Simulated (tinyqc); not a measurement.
Inside a calculation. Method: MP2 on RHF in the sto-6g basis, frozen core, for H2F+, spin multiplicity 1. One step of it, computed by the program tinyqc.

Task: Iteration 9 (converged): orbitals. Diagonalise F' = X^T F X, C = X C', fill 5 alpha and 5 beta electrons from the bottom; D = 2 C_occ C_occ^T. Each column has its largest component positive (the first on a tie).

converged F (hartree), lower triangle:
```
,1F 1s,1F 2s,1F 2px,1F 2py,1F 2pz,2H 1s,3H 1s
1F 1s,-26.872418
1F 2s,-6.507506,-3.402077
1F 2px,0.000000,0.000000,-0.973322
1F 2py,-0.001108,-0.006089,0.000000,-0.848950
1F 2pz,-0.018666,-0.074414,0.000000,-0.002777,-0.884925
2H 1s,-0.779481,-0.852079,0.000000,-0.418372,-0.367395,-0.659856
3H 1s,-0.667587,-0.754995,0.000000,0.386147,-0.340767,-0.218795,-0.615547
```

X, lower triangle:
```
,1F 1s,1F 2s,1F 2px,1F 2py,1F 2pz,2H 1s,3H 1s
1F 1s,1.021957
1F 2s,-0.127219,1.085582
1F 2px,0.000000,0.000000,1.000000
1F 2py,-0.000499,0.005429,0.000000,1.032569
1F 2pz,-0.003560,0.033509,0.000000,0.002604,1.017418
2H 1s,0.013586,-0.158220,0.000000,-0.117735,-0.081842,1.068582
3H 1s,0.012074,-0.135447,0.000000,0.106144,-0.071477,-0.053504,1.054680
```

Give: F' = X^T F X; orbital energies; coefficients C; D after iteration 9.

Result:

F' = X^T F X (hartree), lower triangle:
```
,1,2,3,4,5,6,7
1,-26.461
2,-3.190,-2.223
3,0.000,0.000,-0.973
4,-0.003,0.007,0.000,-0.729
5,-0.030,0.023,0.000,0.005,-0.815
6,-0.088,-0.352,0.000,-0.335,-0.262,-0.387
7,-0.067,-0.307,0.000,0.311,-0.240,-0.052,-0.395
```

orbital energies (hartree): MO1 -26.875, MO2 -1.949, MO3 -1.032, MO4 -0.986, MO5 -0.973, MO6 -0.137, MO7 -0.031

coefficients C:
```
,MO1,MO2,MO3,MO4,MO5,MO6,MO7
1F 1s,0.997,-0.242,0.011,0.050,0.000,0.070,0.021
1F 2s,0.012,0.980,-0.061,-0.266,0.000,-0.431,-0.137
1F 2px,0.000,0.000,0.000,0.000,1.000,0.000,0.000
1F 2py,0.000,0.005,0.766,-0.117,0.000,0.156,-0.683
1F 2pz,0.001,0.072,0.117,0.844,0.000,-0.543,-0.148
2H 1s,-0.002,0.072,0.376,0.207,0.000,0.492,0.871
3H 1s,-0.002,0.063,-0.299,0.301,0.000,0.829,-0.529
```

D after iteration 9, lower triangle:
```
,1F 1s,1F 2s,1F 2px,1F 2py,1F 2pz,2H 1s,3H 1s
1F 1s,2.111
1F 2s,-0.478,2.069
1F 2px,0.000,0.000,2.000
1F 2py,0.003,-0.021,0.000,1.200
1F 2pz,0.055,-0.322,0.000,-0.017,1.463
2H 1s,-0.009,-0.014,0.000,0.529,0.447,0.379
3H 1s,-0.010,0.000,0.000,-0.528,0.448,-0.092,0.368
```
